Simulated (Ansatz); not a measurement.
# Nb (bcc): energy against volume

The calculation used DFT, LDA (PW92), plane waves (420 eV) with PAW, scalar-relativistic in Ansatz 0.2.0. The PAW files were generated under PBE, with cores re-solved for the functional.

The cell is scaled uniformly from the relaxed one, with fractional coordinates and shape fixed. Energies are extrapolated to zero smearing, pressures are those at the given smearing. Magnetic state: non-magnetic.

A Birch-Murnaghan fit gives V₀ = 17.13 Å³/atom, B₀ = 189 GPa, B₀′ = 3.5.

(1) What are the energy above the minimum and the pressure at 15.719 Å³/atom?

(2) What are the energy above the minimum and the pressure at 17.769 Å³/atom?

(3) What are the energy above the minimum and the pressure at 19.136 Å³/atom?

## Answers

(1) 77.4 meV/atom and 18.87 GPa as computed.

(2) 13.5 meV/atom and -6.51 GPa as computed.

(3) 118.0 meV/atom and -17.21 GPa as computed.
